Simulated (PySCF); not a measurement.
## Relaxation of quartet PN₂

Computed with UPBE0/[P def2-TZVP, N def2-TZVP], no relativity, density fitting, PySCF. A (50,194) grid was used.

A hand-made bent start, of C2v symmetry, held to at least that symmetry:

```xyz
3
charge 0 multiplicity 4, angstrom
P     0.0000    0.0000   -0.4412
N     1.3270    0.0000    0.4880
N    -1.3270    0.0000    0.4880
```

At each step, columns x, y, z (Å) and Fx, Fy, Fz (eV/Å):

```
step 0  E − E(last) = 1.12 kJ/mol
P    0.000   0.000  -0.441   0.000   0.000  -0.341
N    1.327   0.000   0.488  -0.116   0.000   0.171
N   -1.327   0.000   0.488   0.116   0.000   0.171
step 1  E − E(last) = 0.09 kJ/mol
P    0.000   0.000  -0.464   0.000   0.000  -0.097
N    1.306   0.000   0.499  -0.037   0.000   0.049
N   -1.306   0.000   0.499   0.037   0.000   0.049
step 2  E − E(last) = 0.00 kJ/mol
P    0.000   0.000  -0.473   0.000   0.000   0.010
N    1.297   0.000   0.504  -0.001   0.000  -0.005
N   -1.297   0.000   0.504   0.001   0.000  -0.005
step 3  E − E(last) = 0.00 kJ/mol
P    0.000   0.000  -0.472   0.000   0.000  -0.001
N    1.297   0.000   0.504   0.000   0.000   0.000
N   -1.297   0.000   0.504   0.000   0.000   0.000
```

It ends at C2v with P–N 1.623 Å (×2); N–P–N 106.1°. A frequency run shows a minimum. Other isomers or separated fragments may lie lower.

At this level a doublet minimum of D∞h symmetry lies 18 kJ/mol below this structure.

The relaxation took 2 s on 4 threads of a shared Intel Xeon 6975P-C (Granite Rapids) host, with 99 basis functions and 4 gradients; the process peaked at 0.53 GiB. Launch command: `OMP_NUM_THREADS=4 python axn.py task.json out`.
